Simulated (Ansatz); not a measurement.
## How methods differ on CH5B− (SMILES [BH2-]C)

The species is CH5B− (7 atoms), meant as a doublet with charge -1. As SMILES, `[BH2-]C`. Geometry: relaxed at GFN2-xTB.

```xyz
7

B    -0.3676   -0.8767    0.2964
C     0.1299    0.6579   -0.0109
H     0.5664   -1.6521    0.5729
H    -1.1113   -1.3401   -0.5876
H     0.7138    1.0900    0.8179
H     0.7794    0.7702   -0.9090
H    -0.7106    1.3507   -0.1797
```

Each level gives the energy change with the C2–H6 bond stretched from 1.114 to 1.393 Å (eV). The values are calculated.

```tsv
level	kind	program	value (eV)	less FCI/STO-3G	CPU time (all runs)
U-revPBE/STO-3G	GGA	Ansatz	0.69	-0.11	3.4 s
UPBE0/STO-3G	global hybrid	Ansatz	0.90	+0.10	3.5 s
U-wB97M-V/STO-3G	range-separated hybrid	Ansatz	0.89	+0.09	42 s
UB2PLYP/STO-3G	double hybrid	Ansatz	0.90	+0.10	3.4 s
RPA@PBE/STO-3G	RPA	Ansatz	0.76	-0.04	3.8 s
UMP2/STO-3G	perturbation theory	Ansatz	0.95	+0.15	0.17 s
UBCCD(T)/STO-3G	coupled cluster or CI	Ansatz	0.80	0.00	0.49 s
FCI/STO-3G	exact in the basis	Ansatz	0.80	0.00	51 s
```

FCI/STO-3G is exact within its basis and frozen core, so for wave-function methods in that basis the difference is their error; functionals converge differently with the basis, so for them it is only a difference. Sets without diffuse functions describe the anion poorly. The first shape isn't each level's own minimum. The values span 0.69 to 0.95 eV. All rows use very small basis sets, so even the best lies far from the true value. Times are those of the runs behind each value, whatever else they computed, on shared processors of several kinds: orders of magnitude only.
